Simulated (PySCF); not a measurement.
Rows and methods have been separated. Pair them.

Compound: bicyclo[3.1.0]hex-2-ene, C₆H₈.
Numbering: `[CH:1]1=[CH:2][C@H:3]2[CH2:4][C@H:5]2[CH2:6]1` (hydrogens: H7 on C1; H8 on C2; H9 on C3; H10, H11 on C4; H12 on C5; H13, H14 on C6)

Geometry (PBE0-D3(BJ)/def2-TZVP, Å), atoms numbered from 1 in this order:
```xyz
14
C6H8 angstrom
C     -1.5041    0.0691    0.1952
C     -0.7176    0.9603    0.7944
C      0.6752    0.8888    0.2905
C      1.3669   -0.4232    0.5499
C      0.6570   -0.2111   -0.7487
C     -0.7737   -0.7016   -0.8710
H     -2.5431   -0.1118    0.4438
H     -1.0272    1.6350    1.5837
H      1.2701    1.7868    0.1766
H      2.4499   -0.4359    0.5204
H      0.9189   -1.0804    1.2870
H      1.2610   -0.1251   -1.6427
H     -1.1866   -0.4879   -1.8638
H     -0.8567   -1.7848   -0.7271
```

The closed-shell ground state was solved 3 times with PySCF (density fitting, gas phase), always in the aug-cc-pVTZ basis (460 functions), with these functionals: CAM-B3LYP, PBE0 and wB97X-D. Isolated species at its PBE0-D3(BJ)/def2-TZVP geometry, gas phase.

| row | total energy (Eh) | HOMO (eV) | LUMO (eV) | dipole (D) |
| --- | --- | --- | --- | --- |
| P | -233.3419 | -7.91 | 0.30 | 0.32 |
| Q | -233.1973 | -6.60 | 0.00 | 0.33 |
| R | -233.3979 | -8.41 | 0.87 | 0.32 |

Q: Which functional belongs to which row?

A: P = CAM-B3LYP, Q = PBE0, R = wB97X-D. By rising HOMO–LUMO gap: PBE0 (global hybrid, 25 % exact exchange) 6.60 eV; CAM-B3LYP (range-separated hybrid) 8.21 eV; wB97X-D (range-separated hybrid) 9.28 eV. Total energies of different functionals aren't bounds to one another; each is stationary for its own functional.

Note: wB97X-D ran without an empirical dispersion term, which enters the total energy and its gradient alone.
